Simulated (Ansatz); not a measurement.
Relaxing CrPAu3

All numbers below come from DFT PBE, scalar-relativistic, plane waves, PAW (Ansatz).

The start puts CrPAu3 on the cubic perovskite structure type (Pm-3m, No. 221), with Cr in place of Sr, P in place of Ti, Au in place of O, at a guessed volume.

Input of the last, converged step (default PAW datasets):

```yaml
crystal:
  lattice:
    - [4.7247638366, 0.0, 0.0]
    - [0.0, 4.7247638366, 0.0]
    - [0.0, 0.0, 4.7247638366]
  atoms:
    - { symbol: Cr, position: [0.0, 0.0, 0.0], spin: 4.79 }
    - { symbol: P, position: [0.5, 0.5, 0.5] }
    - { symbol: Au, position: [0.0, 0.5, 0.5] }
    - { symbol: Au, position: [0.5, 0.0, 0.5] }
    - { symbol: Au, position: [0.5, 0.5, 0.0] }
basis:
  ecutwfc: 420
kpoints:
  mp_grid: { grid: [8, 8, 8] }
hamiltonian:
  xc: pbe
scf:
  occupations: { method: gaussian, width: 0.1 }
output:
  forces: true
  stress: true
  eigenvalues: true
  populations: true
magnetization:
  spin_polarized: true
relax:
  adjacent_minimum: "off"
  f_tol: 0.01
  max_steps: 80
  cell: { stress_tol: 0.05 }
```

Launched as:

```bash
ansatz run input.yaml --threads 1 --pin off --max-ram 2560MiB --backend cpu --events-out ev --progress --plain --runs-dir out
```

It took 94 s on 1 thread of Arm Neoverse V1, on a shared host, peak memory 0.57 GiB.

The program printed at the end:

```
SCF converged after 8 iterations
Magnetization: 4.5768 μB (40.2884 up, 35.7116 down)
Absolute magnetization: 4.8167 μB (∫|ρ↑−ρ↓|, with the PAW one-centre terms)
Spin contamination: 0.2170 ħ² per cell (⟨S²⟩ above its minimum at these occupations)
Per-site moments (μB) at R_I (Å): [(4.339054, 1.374705), (0.025984, 0.972063), (-0.003400, 0.972063), (-0.003400, 0.972063), (-0.003400, 0.972063)]
Free energy (F): -43579.134193 eV
Harris-Foulkes:  -43579.134193 eV  (|F-HF|=2.18e-11)
Internal energy: -43579.129234 eV  (E = F + TS)
E sigma→0 (E₀):  -43579.131713 eV
Entropy (-TS):   -0.004959 eV (-0.992 meV/atom)
Fermi energy:    13.329273 eV
--- Per-component energies (eV) ---
  E_band       = -1257.936597
  E_kinetic    = 2228.385455
  E_local      = -8815.789820  (includes V_loc(G=0)·N_el)
  E_nonlocal   = 340.548183
  E_hartree    = 3695.893431
  E_xc         = -882.049298
  E_vxc        = -1060.068360  (∫ρ·V_xc dr)
  E_paw        = -30891.315083  (= ΣΔE_a)
  E_vpaw       = -1342.803449  (= ΣTr[D̂ρ^β])
  E_aug_tail   = 0.004611  (compensation charges beyond the density's cutoff)
  E_ewald      = -9254.806712
  E_smearing   = -0.004959  (= −TS)
  E_closure    = 0.000000  (closes the sum)
  Σ components = -43579.134193   (vs F -43579.134193, Δ=0.00e0)
--- Forces (eV/Å), atoms counted from 1 ---
  atom   1  Cr     0.00000000     0.00000000     0.00000000
  atom   2  P      0.00000000     0.00000000     0.00000000
  atom   3  Au     0.00000000     0.00000000     0.00000000
  atom   4  Au     0.00000000     0.00000000     0.00000000
  atom   5  Au     0.00000000     0.00000000     0.00000000
  max |Σ_I F_I| component: 2.68e-29 eV/Å
--- Stress (GPa, compression-positive) ---
       -0.047732       0.000000       0.000000
        0.000000      -0.047732       0.000000
        0.000000       0.000000      -0.047732
  P = ⅓ Tr σ = -0.0477 GPa (-0.477 kbar)
  k-point 0 ↑: bands = ["-92.8194", "-92.8184", "-92.8184", "-59.0970", "-44.5451", "-44.5451", "-44.5451", "-44.1248", "-44.1248", "-44.1248", "-44.1223", "-44.1223", "-44.1223", "-30.5075", "-30.5075", "-30.5075", "-0.6998", "6.7055", "7.2359", "7.2359", "7.2359", "8.0419", "8.0419", "8.1159", "8.1159", "9.0213", "9.0213", "9.0213", "9.1486", "9.1486", "9.1486", "9.6919", "9.6919", "9.6919", "9.9200", "12.0151", "12.0151", "12.6179", "12.6179", "12.6179", "14.0256", "14.0256", "14.0485", "16.2645", "16.2645", "16.2645", "19.2571", "20.1991", "20.1991"]
  k-point 1 ↑: bands = ["-92.8194", "-92.8185", "-92.8184", "-59.0970", "-44.5451", "-44.5451", "-44.5451", "-44.1249", "-44.1247", "-44.1247", "-44.1224", "-44.1224", "-44.1223", "-30.5076", "-30.5075", "-30.5075", "-0.6242", "6.7856", "7.2431", "7.2431", "7.2523", "7.4200", "8.0680", "8.1021", "8.1294", "8.7848", "8.7848", "8.9995", "9.0827", "9.0827", "9.3744", "9.6920", "9.8734", "10.0631", "10.0631", "12.0341", "12.1333", "12.5615", "12.5615", "12.6152", "13.9308", "13.9357", "14.3871", "16.0995", "16.3693", "16.3693", "19.8357", "19.8820", "20.0143"]
  k-point 2 ↑: bands = ["-92.8193", "-92.8186", "-92.8184", "-59.0970", "-44.5452", "-44.5450", "-44.5450", "-44.1250", "-44.1245", "-44.1245", "-44.1227", "-44.1227", "-44.1223", "-30.5077", "-30.5075", "-30.5075", "-0.4256", "6.3101", "7.0931", "7.2648", "7.2648", "7.2935", "8.0916", "8.1235", "8.3109", "8.4022", "8.4022", "8.9450", "9.0896", "9.0896", "9.3564", "9.6922", "9.7367", "10.6092", "10.6092", "12.0896", "12.2833", "12.4414", "12.4414", "12.6086", "13.6561", "13.6866", "14.7548", "16.5754", "16.5754", "16.7519", "19.2436", "19.7059", "19.7059"]
  k-point 34 ↓: bands = ["-92.8109", "-92.8109", "-92.8109", "-54.9600", "-44.5626", "-44.5276", "-44.5276", "-44.1246", "-44.1246", "-44.1246", "-44.1045", "-44.1045", "-44.1045", "-26.4171", "-26.4171", "-26.4171", "1.5765", "4.6490", "4.6490", "4.6490", "7.8873", "8.2471", "8.2471", "8.2471", "8.3992", "8.3992", "8.3992", "9.3308", "9.3308", "9.7210", "9.7210", "9.7210", "11.3069", "11.3069", "11.3069", "12.4044", "12.4044", "12.4044", "16.2393", "16.2393", "16.4065", "16.4065", "16.4065", "16.7348", "20.5132", "20.5132", "20.6382", "21.0905", "21.0905"]
--- Relaxed structure (2 steps of the walk, 2 accepted, 1 SCFs on fresh bases) ---
  F+E_penalty+E_count = -43579.13419280 eV   max|allowed force component| = 3.618e-29 eV/Å   (the final SCF, on the basis selected at the relaxed cell)
  cell:  # Å, volume = 104.6891 Å³
    - [4.713033, 0.0, 0.0]
    - [0.000000, 4.713033, 0.000000]
    - [0.0, 0.000000, 4.713033]
  atoms:
    - { symbol: Cr, position: [0.000000, 0.000000, 0.000000] }
    - { symbol: P, position: [0.5, 0.5, 0.5] }
    - { symbol: Au, position: [0.000000, 0.5, 0.5] }
    - { symbol: Au, position: [0.5, 0.000000, 0.5] }
    - { symbol: Au, position: [0.5, 0.5, 0.000000] }
--- Löwdin populations: 5 sites ---
  site symbol q [e]    m [muB]
     0     Cr     13.7386     4.6869
     1      P      5.5013     0.0557
     2     Au     18.6896    -0.0598
     3     Au     18.6896    -0.0598
     4     Au     18.6896    -0.0598
  spilling = 0.009097 (of n_electrons = 76.000000)
```

Absolute energies hang on the potentials; compare differences alone.

The result has space group Pm-3m (No. 221). Around Cr lie 12 Au at 3.33 Å; around P lie 6 Au at 2.36 Å; Au has 2 P at 2.36 Å.

Against the elements it lies at 0.45 eV/atom. The zero of energy is the elements' standard structures at the same level; no fitted shifts are applied.

The k mesh leaves about 4 meV/atom of noise in metals. Spin–orbit coupling is left out.

A structure relaxed within its symmetry needn't be a true minimum.